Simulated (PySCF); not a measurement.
C3H3FO.
Geometry (PBE0-D3(BJ)/def2-SVP, Å), atoms numbered from 1 in this order:
```
atom  x, y, z in Å
O1    -1.8782   -0.9036    0.3715
C2    -1.4146   -0.0426   -0.3379
C3    -0.0001    0.3668   -0.3412
C4     0.8578   -0.2345    0.4893
F5     2.1338    0.0784    0.5495
H6    -2.0628    0.5148   -1.0592
H7     0.3384    1.1560   -1.0169
H8     0.5617   -1.0295    1.1817
```

Computed with MP2 and CCSD/aug-cc-pVDZ in PySCF, restricted Hartree–Fock reference, 5 core orbitals frozen, non-relativistic, gas phase, PBE0-D3(BJ)/def2-SVP geometry.

E(HF) = -289.64948 Eh.

(1) How large is the problem?

(2) What are the MP2 and CCSD correlation energies?

(3) What is the T1 diagnostic?

(4) How does correlation change the dipole moment?

Answers

(1) 142 basis functions and 38 electrons; 5 orbitals frozen, which leaves o = 14 correlated occupied and v = 123 virtual orbitals. That is o·v = 1722 singles and o·v(o·v + 1)/2 = 1483503 distinct closed-shell doubles amplitudes before symmetry; the costliest CCSD step grows as o²v⁴ = 4.5 × 10^10.

(2) MP2 -0.7936 Eh and CCSD -0.8196 Eh, which gives totals of -290.44310 and -290.46912 Eh. That is 0.797 eV for each correlated electron at CCSD (2152 kJ/mol in all, 0.282 % of the total energy); MP2 gives 96.8 % of the CCSD value.

(3) 0.0162, below the customary warning level of 0.02. It is the norm of the spatial-orbital singles amplitudes over the root of the number of correlated electrons, so the norm is 0.086.

(4) HF gives 2.10 D and CCSD (unrelaxed density) 1.77 D, a change of -0.33 D.

Connected triples and the basis-set limit are missing.

The job also held the EOM ionisation roots. The run took 3.3 min on one thread of an x86-64 server, on a shared host.

One conformer stands for the species.
